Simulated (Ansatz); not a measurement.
# singlet [BH2]+ at 6 levels

Aim: a comparison of 6 runs (CAM-B3LYP/def2-TZVPPD, PBE/def2-TZVPPD, wB97M-V/def2-TZVPPD, RPA@PBE0/def2-TZVPPD, MP2/def2-TZVPPD, CCSD(T)/def2-TZVPPD) of singlet [BH2]+. 

The calculation is run with Ansatz 0.2.0.

30 further runs of the same task are left out: 30 set aside as unsound or not needed.

## (1) The molecule

[BH2]+ has 3 atoms, charge +1, and is taken as a singlet. SMILES of the parent species: `[BH2]`. Geometry: relaxed at PBE0-D4/def2-TZVP. That shape belongs to the parent species and isn't relaxed for this state.

Bond lengths: B1–H2 1.191 Å, B1–H3 1.191 Å. Angles: H2–B1–H3 129.4°.

## (2) The energy at CAM-B3LYP/def2-TZVPPD (run 1)

The input, molecule.yaml:

```yaml
crystal:
  periodic: [false, false, false]
  atoms:
    - symbol: B
      position_ang: [0.265070, -0.167660, 0.129730]
    - symbol: H
      position_ang: [0.292070, 1.014920, 0.270850]
    - symbol: H
      position_ang: [-0.557150, -0.847260, -0.400590]
basis:
  gaussian:
    orbitals: def2-TZVPPD.json
hamiltonian:
  xc: {name: CAM-B3LYP}
output:
  orbitals: {seedname: orbitals}
total_charge: 1
accuracy: high
```

The basis set def2-TZVPPD is read from a file made from the Basis Set Exchange's data (not shown).

Launch:

```bash
ansatz run molecule.yaml --threads 1 --pin off --max-ram 3480MiB --events-out events.jsonl --progress --plain --runs-dir runs
```

Standard output:

```text
Warning: RAYON_NUM_THREADS=1 ignored (pool sized by the plan → 1); use --threads N
Functional definition: CAM-B3LYP
  name "CAM-B3LYP"
  parameter alpha = 0.19
  parameter beta = 0.46
  parameter omega = 0.33/bohr
  parameter ac = 0.81
  exchange = (1 - alpha - beta)*b88_x + beta*b88_x_sr(omega) + alpha*exact_x + beta*exact_x_lr(omega)
  correlation = (1 - ac)*vwn5_c + ac*lyp_c
1016 factors; integrals over basis functions are off by at most 2.8e-9 eV
273 factors; integrals over basis functions are off by at most 1.9e-9 eV
mean field evaluation 1: about -695.6956 eV, gradient 1.1e1 eV
mean field evaluation 2: about -696.0136 eV, gradient 1.9e0 eV
mean field evaluation 4: about -696.0221 eV, gradient 1.8e-1 eV
mean field evaluation 8: about -696.0218 eV, gradient 7.5e-3 eV
mean field evaluation 16: about -696.0218 eV, gradient 1.9e-8 eV
mean field -696.02183111 eV, -25.5783305129 hartree, gradient 1.9e-8 eV, S^2 0.000000; 0 other end points of the search recorded, 0 dependent functions left out
reference -696.02184511 eV, -25.5783310271 hartree; 3, 3 occupied and 68, 68 virtual orbitals, 1016 factors
Total energy: -696.02184511 eV, -25.5783310271 hartree
```

Wall time 1.7 s (1 thread of Arm Neoverse V1, shared host); peak memory 0.13 GiB.

## (3) The energy at PBE/def2-TZVPPD (run 2)

The input, input.yaml:

```yaml
crystal:
  periodic: [false, false, false]
  atoms:
    - {symbol: B, position_ang: [0.265070, -0.167660, 0.129730]}
    - {symbol: H, position_ang: [0.292070, 1.014920, 0.270850]}
    - {symbol: H, position_ang: [-0.557150, -0.847260, -0.400590]}
basis:
  gaussian: {orbitals: def2-TZVPPD.json}
total_charge: 1
hamiltonian: {xc: pbe}
accuracy: high
output: {orbitals: {seedname: orbitals}}
```

The basis set def2-TZVPPD is read from a file made from the Basis Set Exchange's data (not shown).

Launch:

```bash
ansatz run input.yaml --threads 1 --pin off --max-ram 3480MiB --events-out events.jsonl --progress --plain --runs-dir runs
```

Standard output:

```text
Warning: RAYON_NUM_THREADS=1 ignored (pool sized by the plan → 1); use --threads N
Functional definition: PBE
  name "PBE"
  parameter kappa = 0.804
  parameter beta = 0.06672455060314922
  exchange = pbe_x(kappa = kappa, mu = beta*pi^2/3)
  correlation = pbe_c(beta = beta)
1016 factors; integrals over basis functions are off by at most 2.8e-9 eV
mean field evaluation 1: about -693.8956 eV, gradient 1.8e1 eV
mean field evaluation 2: about -694.7121 eV, gradient 9.7e0 eV
mean field evaluation 4: about -695.0969 eV, gradient 3.5e-1 eV
mean field evaluation 8: about -695.0960 eV, gradient 3.7e-3 eV
mean field evaluation 16: about -695.0960 eV, gradient 7.9e-9 eV
mean field -695.09604795 eV, -25.5443086091 hartree, gradient 7.9e-9 eV, S^2 0.000000; 0 other end points of the search recorded, 0 dependent functions left out
reference -695.09605105 eV, -25.5443087231 hartree; 3, 3 occupied and 68, 68 virtual orbitals, 1016 factors
Total energy: -695.09605105 eV, -25.5443087231 hartree
```

Run time: 1.2 s. Hardware: 1 thread of Arm Neoverse V1, shared host; peak memory 0.12 GiB.

Run 3 isn't shown in full; the table further down has it.

## (4) The energy at RPA@PBE0/def2-TZVPPD (run 4)

The input, molecule.yaml:

```yaml
crystal:
  periodic: [false, false, false]
  atoms:
    - {symbol: B, position_ang: [0.265070, -0.167660, 0.129730]}
    - {symbol: H, position_ang: [0.292070, 1.014920, 0.270850]}
    - {symbol: H, position_ang: [-0.557150, -0.847260, -0.400590]}
basis:
  gaussian:
    orbitals: def2-TZVPPD.json
total_charge: 1
correlation:
  method: rpa
  frozen_orbitals: {B: 1, H: 0}
hamiltonian:
  xc: {name: PBE0}
accuracy: high
```

The basis set def2-TZVPPD is read from a file made from the Basis Set Exchange's data (not shown).

Launch:

```bash
ansatz run molecule.yaml --threads 1 --pin off --max-ram 3480MiB --events-out events.jsonl --progress --plain --runs-dir runs
```

Standard output (excerpt; [...] marks lines left out):

```text
Warning: RAYON_NUM_THREADS=1 ignored (pool sized by the plan → 1); use --threads N
Functional definition: PBE0
  name "PBE0"
[...]
1016 factors; integrals over basis functions are off by at most 2.8e-9 eV
[...]
mean field -695.42048481 eV, -25.5562314437 hartree, gradient 4.4e-9 eV, S^2 0.000000; 0 other end points of the search recorded, 0 dependent functions left out
1 core orbitals not correlated: weight in the atoms' cores, before any rotation towards them, 1.000 or more for the frozen orbitals, at most 0.000 for the correlated occupied ones
reference -692.31286091 eV, -25.4420283719 hartree; 2, 2 occupied and 68, 68 virtual orbitals, 1016 factors
Total energy: -696.32234138 eV, -25.5893740613 hartree
```

Wall time 1.9 s (1 thread of Arm Neoverse V1, shared host); peak memory 0.15 GiB.

Run 5 isn't shown in full; the table further down has it.

## (5) The energy at CCSD(T)/def2-TZVPPD (run 6)

The input, job.yaml:

```yaml
crystal:
  periodic: [false, false, false]
  atoms:
    - {symbol: B, position_ang: [0.265070, -0.167660, 0.129730]}
    - {symbol: H, position_ang: [0.292070, 1.014920, 0.270850]}
    - {symbol: H, position_ang: [-0.557150, -0.847260, -0.400590]}
basis:
  gaussian: {orbitals: def2-TZVPPD.json}
total_charge: 1
scf: {omitted_lower_state_checks: [cluster_reference, increment]}
correlation: {method: ccsd_t, frozen_orbitals: {B: 1, H: 0}}
accuracy: high
```

The basis set def2-TZVPPD is read from a file made from the Basis Set Exchange's data (not shown).

Launch:

```bash
ansatz run job.yaml --threads 1 --pin off --max-ram 3480MiB --events-out events.jsonl --progress --plain --runs-dir runs
```

Standard output (excerpt; [...] marks lines left out):

```text
Warning: RAYON_NUM_THREADS=1 ignored (pool sized by the plan → 1); use --threads N
Functional definition: HF
  name "HF"
[...]
1016 factors; integrals over basis functions are off by at most 2.8e-9 eV
[...]
mean field -692.38468202 eV, -25.4446677490 hartree, gradient 7.9e-9 eV, S^2 0.000000; 0 other end points of the search recorded, 0 dependent functions left out
1 core orbitals not correlated: weight in the atoms' cores, before any rotation towards them, 1.000 or more for the frozen orbitals, at most 0.000 for the correlated occupied ones
reference -692.38468202 eV, -25.4446677490 hartree; 2, 2 occupied and 68, 68 virtual orbitals, 1016 factors
second order -1.91347020 eV of doubles, -0.00000000 eV of singles
cycle   1  -2.24663880 eV  change   -3.3e-1 eV  update   4.1e-2
[...]
cycle  21  -2.39412448 eV  change   1.7e-10 eV  update  1.0e-10
perturbative correction -0.02802547 eV, -0.0010299169 hartree
Total energy: -694.80683197 eV, -25.5336801177 hartree
Checks for a lower state left out: cluster_reference, increment
```

Run time: 1.4 s. Hardware: 1 thread of Arm Neoverse V1, shared host; peak memory 0.24 GiB.

## (6) Overview of the runs

```tsv
run	level	frozen core orbitals	energy (Eh)	wall time
1	CAM-B3LYP/def2-TZVPPD	–	-25.578331	1.7 s
2	PBE/def2-TZVPPD	–	-25.544309	1.2 s
3	wB97M-V/def2-TZVPPD	–	-25.582449	8.4 s
4	RPA@PBE0/def2-TZVPPD	1	-25.589374	1.9 s
5	MP2/def2-TZVPPD	1	-25.514986	0.57 s
6	CCSD(T)/def2-TZVPPD	1	-25.533680	1.4 s
```

## (7) Summary of results

```
                                         quantity         value
                              run 6: total energy  -25.53368 Eh
run 6: correlation energy (1 core orbital frozen)     -89.0 mEh
                            run 6: (T) correction     -1.03 mEh
                             run 6: T1 diagnostic         0.008
```

In words: Over runs 1, 2, 3 the HOMO–LUMO gap runs from 4.93 eV (PBE/def2-TZVPPD) to 12.30 eV (wB97M-V/def2-TZVPPD). Totals of different functionals can't be ranked against each other. All runs together took 15 s, the longest 8.4 s.
